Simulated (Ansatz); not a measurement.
The input, for Ansatz 0.2.0:

```yaml
crystal:
  periodic: [false, false, false]
  atoms:
    - {symbol: P, position_ang: [0.089484, -0.052064, 0.000000]}
    - {symbol: H, position_ang: [0.205434, -0.052064, -1.514668]}
    - {symbol: H, position_ang: [-2.341903, 2.834358, 0.000000]}
    - {symbol: H, position_ang: [-0.818773, -1.130302, 0.000000]}
    - {symbol: H, position_ang: [0.205434, -0.052064, 1.514668]}
basis:
  gaussian: {orbitals: 6-31G}
magnetization: {spin_polarized: false, initial_magnetization: 1}
correlation: {method: bccd_t, electrons: all}
```

```sh
$ ansatz run in.yaml --threads 1 --pin off --events-out ev --progress --plain --max-ram 2393MiB
```

Log:

```
269 factors; integrals over basis functions are off by at most 2.5e-4 eV
mean field evaluation 1: about -9325.6942 eV, gradient 1.0e1 eV
mean field evaluation 2: about -9325.6946 eV, gradient 1.0e1 eV
mean field evaluation 4: about -9327.6632 eV, gradient 1.5e0 eV
mean field evaluation 8: about -9327.6824 eV, gradient 9.6e-2 eV
mean field evaluation 16: about -9327.6769 eV, gradient 5.1e-1 eV
mean field evaluation 32: about -9301.3346 eV, gradient 7.2e0 eV
mean field evaluation 64: about -9321.4237 eV, gradient 7.2e-2 eV
mean field -9327.68266246 eV, -342.7860153150 hartree, gradient 2.6e-6 eV, S^2 0.750000; 1 other end points of the search recorded, 0 dependent functions left out
mean field evaluation 96: about -9327.6077 eV, gradient 1.8e0 eV
mean field evaluation 128: about -9327.5351 eV, gradient 2.5e-4 eV
reference -9327.68266246 eV, -342.7860153150 hartree; 10, 9 occupied and 11, 12 virtual orbitals, 269 factors
second order -1.97622552 eV of doubles, -0.00043463 eV of singles
cycle   1  -2.40280132 eV  change   -4.3e-1 eV  update   6.0e-2
cycle   2  -2.63083406 eV  change   -2.3e-1 eV  update   2.6e-2
cycle   3  -2.64026023 eV  change   -9.4e-3 eV  update   6.6e-3
cycle   4  -2.64253740 eV  change   -2.3e-3 eV  update   4.2e-3
cycle   5  -2.64362410 eV  change   -1.1e-3 eV  update   3.0e-3
cycle   6  -2.64298867 eV  change    6.4e-4 eV  update   1.5e-3
cycle   7  -2.64360824 eV  change   -6.2e-4 eV  update   5.3e-4
cycle   8  -2.64359422 eV  change    1.4e-5 eV  update   2.2e-4
cycle   9  -2.64345732 eV  change    1.4e-4 eV  update   1.2e-4
cycle  10  -2.64351044 eV  change   -5.3e-5 eV  update   8.8e-5
cycle  11  -2.64353901 eV  change   -2.9e-5 eV  update   7.5e-5
cycle  12  -2.64355556 eV  change   -1.7e-5 eV  update   5.4e-5
cycle  13  -2.64349729 eV  change    5.8e-5 eV  update   2.9e-5
cycle  14  -2.64350399 eV  change   -6.7e-6 eV  update   1.2e-5
perturbative correction -0.03720561 eV, -0.0013672808 hartree
Total energy: -9330.36337205 eV, -342.8845295755 hartree
```

Ran on 1 thread of Intel Xeon Platinum 8488C, shared host: 0.69 s wall, 0.16 GiB peak host memory.
